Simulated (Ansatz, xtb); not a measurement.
## Relative energy of two isomers of C3H5NO2

Structure X is `NC(=O)CC=O`, a singlet and structure Y is `[H]/N=C(\C)C(=O)O`, a singlet. Both are isolated molecules in the gas phase, relaxed with PBE0-D3(BJ)/def2-SVP; the shapes shown needn't be the lowest conformers.

X (Å):

```yaml
atoms:
  - { symbol: C, position_ang: [1.0864, -0.1585, -1.8218] }
  - { symbol: C, position_ang: [1.2561, 0.3166, -0.3790] }
  - { symbol: C, position_ang: [0.1731, 0.0998, 0.6367] }
  - { symbol: N, position_ang: [0.1711, -1.1307, -2.0153] }
  - { symbol: O, position_ang: [1.7854, 0.3112, -2.6945] }
  - { symbol: O, position_ang: [-0.7536, -0.6661, 0.5375] }
  - { symbol: H, position_ang: [-0.4645, -1.3830, -1.2633] }
  - { symbol: H, position_ang: [0.0102, -1.4414, -2.9647] }
  - { symbol: H, position_ang: [1.5211, 1.3849, -0.4122] }
  - { symbol: H, position_ang: [2.1626, -0.1739, 0.0250] }
  - { symbol: H, position_ang: [0.2893, 0.7118, 1.5662] }
```

Y (Å):

```yaml
atoms:
  - { symbol: C, position_ang: [0.5524, -2.1264, -1.1053] }
  - { symbol: C, position_ang: [-0.1827, -1.0134, -0.4237] }
  - { symbol: C, position_ang: [-0.5953, -1.3268, 0.9981] }
  - { symbol: N, position_ang: [-0.4837, 0.1244, -0.8977] }
  - { symbol: O, position_ang: [-0.3442, -2.3817, 1.5256] }
  - { symbol: O, position_ang: [-1.2512, -0.3417, 1.5997] }
  - { symbol: H, position_ang: [-0.0639, -3.0380, -1.1245] }
  - { symbol: H, position_ang: [0.8240, -1.8456, -2.1319] }
  - { symbol: H, position_ang: [1.4619, -2.3861, -0.5427] }
  - { symbol: H, position_ang: [-0.1456, 0.2027, -1.8631] }
  - { symbol: H, position_ang: [-1.4566, -0.6614, 2.4917] }
```

Quicker runs give these differences E(Y) − E(X): GFN2-xTB +4.9 kcal/mol; HF/STO-3G +1.1 kcal/mol (at GFN2-xTB geometries); r2SCAN-D4/def2-SVP +7.3 kcal/mol (at GFN2-xTB geometries).

Question: Estimate E(Y) − E(X) at the level CCSD(T)/def2-SVP + ΔMP2/def2-TZVPP.

Answer: Calculated at CCSD(T)/def2-SVP + ΔMP2/def2-TZVPP: E(Y) − E(X) = +3.1 kcal/mol, so structure X lies lower.

How the difference moves with the method:

```
                             level              geometry  E(Y) − E(X) (kcal/mol)  departure from the last row (kcal/mol)  job, with rough time for the two
                          GFN2-xTB              GFN2-xTB                      +4.9                                    +1.8              optimisation, 0.26 s
                         HF/STO-3G              GFN2-xTB                      +1.1                                    −2.0               single point, 0.6 s
                r2SCAN-D4/def2-SVP              GFN2-xTB                      +7.3                                    +4.2               single point, 3.5 s
              PBE0-D3(BJ)/def2-SVP  PBE0-D3(BJ)/def2-SVP                      +6.9                                    +3.8             optimisation, 1.7 min
                       HF/def2-SVP  PBE0-D3(BJ)/def2-SVP                      +5.8                                    +2.7           part of the CCSD(T) run
                      MP2/def2-SVP  PBE0-D3(BJ)/def2-SVP                      +4.1                                    +1.0           part of the CCSD(T) run
                  CCSD(T)/def2-SVP  PBE0-D3(BJ)/def2-SVP                      +3.2                                    +0.1                      single point
CCSD(T)/def2-SVP + ΔMP2/def2-TZVPP  PBE0-D3(BJ)/def2-SVP                      +3.1                                                        single point, 42 s
```

As drawn, Y has 1 C=N, 1 C–O, 1 O–H in place of 1 C–N, 1 C=O, 1 N–H.

None of the levels shown reverses the order. The largest departure from CCSD(T)/def2-SVP + ΔMP2/def2-TZVPP is that of r2SCAN-D4/def2-SVP, 4.2 kcal/mol. The last row adds to CCSD(T) the change of the MP2 difference between the two basis sets, here −0.1 kcal/mol.

With harmonic frequencies from PBE0-D3(BJ)/def2-SVP (ideal gas, rigid rotor, one conformer each, 298.15 K, 1 atm): on the last row, ΔE + ΔZPE = +3.4 kcal/mol. A mode under 50 cm⁻¹ makes harmonic enthalpies and free energies unreliable, so none is given.

The correlated steps freeze 6 core orbitals. Programs: Ansatz 0.2.0, xtb 6.7.1; the last row on 2 threads of Intel(R) Xeon(R) Processor @ 2.70GHz on a shared host.
